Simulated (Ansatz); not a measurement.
Predict the output of the script below (Ansatz 0.2.0, Python API).

`adiabatic.py`:
```python
'''How CH4BCl relaxes after losing an electron.'''

import ansatz as az
import numpy as np

geometry_ang = [
    ('B', (-0.6575, -0.054, -0.6114)),
    ('C', (0.4462, -0.1487, 0.4559)),
    ('Cl', (1.2802, 1.4022, 0.6174)),
    ('H', (-1.3137, -0.9302, -0.8757)),
    ('H', (-0.8935, 1.007, -1.2015)),
    ('H', (1.1643, -0.9145, 0.1319)),
    ('H', (0.0353, -0.4297, 1.4376)),
]
system = az.Crystal.molecule()
for symbol, xyz in geometry_ang:
    system = system.atom(symbol, xyz)

setup = system.calculation()
setup = setup.basis(gaussian='cc-pVDZ').functional('cam_b3lyp')
symbols = [site.symbol for site in system.cartesian_sites]
start = np.array([site.position_ang for site in system.cartesian_sites], dtype=float)
data = setup.relax(force_tolerance=0.01, max_steps=100).run(threads=1).report
end = np.array(data['positions_ang'])

minimum = az.Crystal.molecule()
for symbol, place in zip(symbols, end):
    minimum = minimum.atom(symbol, place.tolist())
ion = (
    minimum.calculation()
    .basis(gaussian='cc-pVDZ')  # the orbital basis, by name
    .functional('cam_b3lyp')
    .charge(1)  # electrons removed from the neutral system
    .spin('collinear', total=1)  # spin-polarised run
)
vertical = ion.run(threads=1).report
settled = ion.relax(force_tolerance=0.01, max_steps=80).run(threads=1).report
print(f'vertical ionisation energy   {vertical["free_energy_ev"] - data["free_energy_ev"]:.3f} eV')
print(f'adiabatic, no zero point     {settled["free_energy_ev"] - data["free_energy_ev"]:.3f} eV')
print(f'relaxation energy of the ion {vertical["free_energy_ev"] - settled["free_energy_ev"]:.3f} eV')
ionised = np.array(settled['positions_ang'])
print('final positions (A) and the move of each atom')
for symbol, xyz, old in zip(symbols, ionised, end):
    print(f'{symbol:2s} {xyz[0]:10.5f} {xyz[1]:10.5f} {xyz[2]:10.5f}   {np.linalg.norm(xyz - old):7.4f}')
```

`python adiabatic.py` gives:
```text
vertical ionisation energy   10.826 eV
adiabatic, no zero point     10.509 eV
relaxation energy of the ion 0.317 eV
final positions (A) and the move of each atom
B    -0.71022    0.01527   -0.67304    0.0510
C     0.47879   -0.10993    0.52744    0.1098
Cl    1.17659    1.40417    0.81985    0.2343
H    -1.43239   -0.93209   -0.54181    0.3267
H    -0.65387    0.90396   -1.46014    0.3683
H     1.10407   -0.74376   -0.14690    0.3260
H     0.09834   -0.60552    1.42879    0.1947
```

The energies are electronic: no zero-point or thermal terms, and the basis set is short of its limit. The product may relax into another structure. Each relaxation finds its nearest minimum, which needn't be the lowest. The whole script took 110 s on 1 thread of Arm Neoverse V2, on a shared host, peak memory 0.25 GiB.
